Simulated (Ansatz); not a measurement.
# B₂NH₅: taking an electron away

An exercise on one series of results from a longer session: the logs are not shown, and one member is left open.

Method: unrestricted cation, the program's frozen cores in correlated methods; program: Ansatz 0.2.0, Gaussian basis.

The runs, in order: UKS PBE-D4/def2-TZVPP; UKS r2SCAN-D4/def2-TZVPP; UKS PBE0-D4/def2-TZVPP; UKS B3LYP-D4/def2-TZVPP; UKS wB97X-V/def2-TZVPP; UKS wB97M-V/def2-TZVPP; UKS B2PLYP/def2-TZVPP; UHF-CCSD(T)/def2-TZVPP; UHF-MP2/def2-QZVPP; extrapolation to the limit; then −ε(HOMO) from the neutral's earlier runs with LDA (SPW92), PBE-D4, revPBE-D4, BLYP-D4, r2SCAN-D4, B97M-V, PBE0-D4, B3LYP-D4, r2SCANh-D4, r2SCAN0-D4, HSE06-D4, BHLYP-D4, CAM-B3LYP-D4, LC-ωPBE, ωB97X-V, ωB97M-V.

### The relaxed structure

All runs share one geometry, relaxed beforehand with PBE0-D4 in a triple-zeta def2 set.

SMILES `BNB`, 8 atoms, charge 0, spin multiplicity 1.

Atoms are counted from 1 here; the program's logs count them from 0.

Bond lengths: B1–N2 1.417 Å, B1–H4 1.194 Å, B1–H5 1.197 Å, N2–B3 1.417 Å, N2–H6 1.011 Å, B3–H7 1.197 Å, B3–H8 1.194 Å. Angles: N2–B1–H4 118.5°, N2–B1–H5 119.5°, H4–B1–H5 122.0°, B1–N2–B3 125.8°, B1–N2–H6 117.1°, B3–N2–H6 117.1°, N2–B3–H7 119.5°, N2–B3–H8 118.5°, H7–B3–H8 122.0°.

Set-up of the first run:

Input file in.yaml:

```yaml
crystal:
  periodic: [false, false, false]
  atoms:
    - {symbol: B, position_ang: [-0.828179, 0.654936, -0.693284]}
    - {symbol: N, position_ang: [0.259966, 0.377739, 0.170776]}
    - {symbol: B, position_ang: [0.695222, -0.910854, 0.567731]}
    - {symbol: H, position_ang: [-1.449436, -0.261407, -1.140095]}
    - {symbol: H, position_ang: [-1.097756, 1.791243, -0.954065]}
    - {symbol: H, position_ang: [0.770999, 1.169496, 0.536526]}
    - {symbol: H, position_ang: [1.631569, -1.014224, 1.305594]}
    - {symbol: H, position_ang: [0.109715, -1.864129, 0.150917]}
basis:
  gaussian: {orbitals: def2-TZVPP}
total_charge: 1
magnetization: {spin_polarized: true, initial_magnetization: 1}
hamiltonian: {xc: pbe, dispersion: d4}
```

Steps of the session up to this table: Cation, UKS PBE-D4/def2-TZVPP; Cation, UKS r2SCAN-D4/def2-TZVPP; Cation, UKS PBE0-D4/def2-TZVPP; Cation, UKS B3LYP-D4/def2-TZVPP; Cation, UKS wB97X-V/def2-TZVPP; Cation, UKS wB97M-V/def2-TZVPP; Cation, UKS B2PLYP (frozen core)/def2-TZVPP; Cation, UHF-CCSD(T)/def2-TZVPP; Cation, UHF-MP2/def2-QZVPP.

One of the session's tables, all rows but one given; the rest of the session is left out.

It belongs to the step «Ionisation energies side by side». For comparison, −ε(HOMO) of the neutral from earlier runs:

| functional | −ε(HOMO) (eV) |
| --- | --- |
| LDA (SPW92) | 7.75 |
| PBE-D4 | 7.75 |
| revPBE-D4 | 7.73 |
| BLYP-D4 | 7.71 |
| r2SCAN-D4 | 8.07 |
| B97M-V | 8.15 |
| PBE0-D4 | 9.18 |
| B3LYP-D4 | ? |
| r2SCANh-D4 | 8.60 |
| r2SCAN0-D4 | 9.39 |
| HSE06-D4 | 8.77 |
| BHLYP-D4 | 10.60 |
| CAM-B3LYP-D4 | 10.68 |
| LC-ωPBE | 12.08 |
| ωB97X-V | 11.71 |
| ωB97M-V | 11.53 |

Q: Estimate the row for B3LYP-D4 from the others.

Worked estimate for «−ε(HOMO) (eV)». Against the share of exact exchange, BLYP-D4 (0, 7.71), BHLYP-D4 (0.5, 10.60) give a slope of 5.78 per unit share; at 0.2 the line stands at 8.87.

The run gave: −ε(HOMO) (eV): 9.00. In «−ε(HOMO) (eV)» the line misses by -0.13.
